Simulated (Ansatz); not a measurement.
**Atomization energy of C2H3, doublet, from cheap to dear**

Geometry (MP2(full)/6-31G*, from the G2/97 set):

```xyz
5

C     0.0278   -0.6060    0.0000
C     0.0278    0.6813    0.0000
H    -0.8987   -1.1815    0.0000
H     0.9472   -1.1843    0.0000
H    -0.7120    1.4685    0.0000
```

Measured, as an electronic atomization energy: 1861.2 kJ/mol (G2/97 heats of formation of molecule and atoms, with zero-point and thermal terms from B3LYP taken off; Curtiss et al., J. Chem. Phys. 106, 1063 (1997), Staroverov et al., J. Chem. Phys. 119, 12129 (2003)). The measured value holds scalar relativity and spin–orbit coupling, which all computed ones lack, and core correlation, which the wave-function levels lack. Atoms are taken at the same level, with ROHF references for molecule and atoms in the R rows. The atoms' steps beyond CCSDT(Q) are taken from restricted open-shell runs, which share full CI's core. Ansatz 0.2.0; the 6-31G* set has Cartesian d functions; a miss is computed less measured; times are wall times on shared hosts and scatter by a factor of two or so.

```csv
level,basis,miss (kJ/mol),time of the run,hardware
RHF,cc-pVDZ,-478.0,–,–
UHF,cc-pVDZ,-480.8,0.21 s,1 CPU thread
RMP2,cc-pVDZ,-128.6,–,–
UMP2,cc-pVDZ,-146.5,–,–
RCCSD(T),cc-pVDZ,-143.2,1.4 s,1 CPU thread
UCCSD(T),cc-pVDZ,-144.3,1.6 s,1 CPU thread
UCCSDT(Q),cc-pVDZ,-141.5,4.7 s,H100 + 5 CPU threads
UCCSDTQ,cc-pVDZ,-141.5,62 s,H100 + 5 CPU threads
RHF,cc-pVTZ,-445.8,–,–
UHF,cc-pVTZ,-452.3,0.46 s,1 CPU thread
RMP2,cc-pVTZ,-33.2,–,–
UMP2,cc-pVTZ,-51.5,–,–
RCCSD(T),cc-pVTZ,-47.3,6.5 s,H100 + 5 CPU threads
UCCSD(T),cc-pVTZ,-48.6,5.5 s,H100 + 5 CPU threads
UCCSDT(Q),cc-pVTZ,-46.6,12 s,H100 + 5 CPU threads
RHF,cc-pVQZ,-441.8,–,–
UHF,cc-pVQZ,-449.1,1.6 s,1 CPU thread
RMP2,cc-pVQZ,-6.7,–,–
UMP2,cc-pVQZ,-25.1,–,–
RCCSD(T),cc-pVQZ,-21.4,9.5 s,H100 + 5 CPU threads
UCCSD(T),cc-pVQZ,-22.7,5.5 s,H100 + 5 CPU threads
```

HF's time is that of a plain UHF run. A dash: the level came out of a higher level's run.

A composite of the best parts (unrestricted reference, at this geometry, which isn't the minimum of the high levels):

```csv
part,kJ/mol
"Hartree–Fock limit (T, Q; exp(−5.46 √X))",1413.11
"CCSD(T) correlation limit (T, Q; X⁻³)",443.01
CCSDT − CCSD(T) (TZ),0.38
(Q) (TZ),1.65
CCSDTQ − CCSDT(Q) (DZ),-0.03
sum,1858.1
sum less measured,-3.1
```
